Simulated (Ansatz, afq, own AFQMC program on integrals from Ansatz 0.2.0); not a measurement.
Two steps: Ansatz 0.2.0 writes the Fock matrix and Cholesky factors of the valence space, and afq projects on them the lowest state that overlaps trial and start.

```yaml
crystal:
  periodic: [false, false, false]
  atoms:
    - {symbol: Si, position_ang: [0.000000, 0.075320, 1.522108]}
    - {symbol: Ge, position_ang: [0.000000, -0.005699, -0.642998]}
    - {symbol: H, position_ang: [0.000000, -0.382590, 3.252547]}
    - {symbol: H, position_ang: [0.000000, -1.305388, 0.674514]}
basis:
  gaussian: {orbitals: cc-pVDZ}
magnetization: {spin_polarized: true, initial_magnetization: 0}
correlation: {method: ccsd_t, electrons: outside_noble_gas, hamiltonian_folder: ham}
```

```sh
$ ansatz run in.yaml --threads 1 --pin off --events-out ev --progress --plain --max-ram 1382MiB
```

afq runs on the folder ham with

```
--method phaseless --trial mp1 --walkers 80 --populations 1 --least-time 40 --time-step 0.0025 --steps-per-block 5 --equilibration-blocks 480 --max-blocks 4800 --target-error 0.00076 --factor-cut 0.1 --start determinant --seed 3234 --release-times 0.5,1,2 --release-step 0.05 --release-every 80 --taylor-order 4
```

Times are imaginary, in 1/Eh. The walk had a cap of 90 s. Filled inner d shells are frozen with the cores.

```
orbitals 36  electrons 5 5  factors 39 of 601
reference energy -2365.31448500 Eh
CCSD correlation -0.22419483 Eh in 11 cycles, weight of the determinant in the CISD state 0.8253
energy of the start -2365.503673 Eh
 block  time / (1/Eh)  mean weight  energy / Eh
     1     0.013  1.0003  -2365.503871
     2     0.025  0.9998  -2365.504088
     3     0.037  1.0002  -2365.504340
     4     0.050  0.9996  -2365.504460
     5     0.062  0.9996  -2365.504732
     7     0.088  0.9996  -2365.505173
     9     0.112  1.0002  -2365.505795
    25     0.312  1.0000  -2365.510045
    73     0.912  0.9997  -2365.526350
   121     1.512  0.9995  -2365.533254
   169     2.112  0.9995  -2365.542965
   217     2.712  0.9996  -2365.545741
   265     3.312  1.0001  -2365.551882
   313     3.912  0.9995  -2365.553976
   361     4.513  1.0004  -2365.544211
   409     5.112  1.0001  -2365.550846
   457     5.713  1.0000  -2365.549957
   505     6.312  0.9994  -2365.553191
   529     6.612  0.9997  -2365.580694
   553     6.913  1.0002  -2365.569404
   601     7.512  1.0001  -2365.559124
   649     8.113  0.9998  -2365.548875
   697     8.713  1.0008  -2365.557640
   745     9.312  0.9995  -2365.549018
   793     9.913  1.0005  -2365.563566
   841    10.512  1.0007  -2365.564041
   889    11.113  0.9999  -2365.562961
   937    11.713  1.0005  -2365.556092
   961    12.012  0.9999  -2365.553835
blocks merged  error / Eh  count
     1  0.000346  493
     2  0.000487  246
     4  0.000685  123
     8  0.000962  61
    16  0.001336  30
    32  0.001784  15
energy -2365.558098 +/- 0.001336 Eh
(rows thinned)
```

The time cap ended the run before it passed its tests.

Against this walk (error 36.4 meV) on the same determinant: CCSD(T) 314.0 meV higher, CCSDT(Q) 248.4 meV higher, a separate phaseless walk with a CISD trial and standard settings 302.8 ± 40.0 meV higher. The error is statistical and leaves out the bias of the constraint.

A setting was made bad on purpose (factor cut too coarse), so the walk's energy isn't to be trusted.

Cautions: constraint bias not in the error; error not settled; error above the target (36.4 against 20.7 meV); no relativity below Rb; no spin-orbit coupling; inner d shell frozen; higher spins were not checked; an unrestricted solution with more broken spin lies lower (93 meV, ⟨S²⟩ 0.43), while this determinant keeps restricted orbitals; raised T1 diagnostic (T1 0.021, weight of the determinant 0.83, largest double 0.14); the bias of populations of 80 walkers isn't removed; the sampling time fell short of the least asked; the coarse factor cut changes the integrals a little.

CCSDT and higher add their correlation energy to the determinant of the CCSD(T) run, since their own runs factorise the integrals more tightly (a shift of under 2 meV). A walk keeps the symmetry of its determinant, which the program's search chose and which needn't be the lowest solution, so a lower state of the same spin and another symmetry isn't excluded.
